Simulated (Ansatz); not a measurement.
**Rock-salt GdN**

All values below come from PBE (plane waves, PAW; Ansatz, an electronic-structure program).

Numerical settings: plane-wave cutoff 520 eV, 12×12×12 k mesh, Fermi–Dirac smearing 0.01 eV, spin-polarised with parallel moments, scalar-relativistic PAW data made under PBE.

Cell: measured lattice: a = b = c = 4.974 Å, α = β = γ = 90.00°.

```yaml
band_gap: none
magnetic moment (largest site, within a sphere): 6.86 μB
```

Note: the 4f shell is treated without U or exact exchange, so its levels and filling can be wrong; cell and atoms aren't relaxed at this level (pressure 0.9 GPa).

Moments are spin moments.

Spin–orbit coupling is not included; it can open a gap where bands touch, and shift volumes and moduli.

The computed numbers hold no vibrational or temperature effects.

The result took roughly 16 core-seconds.
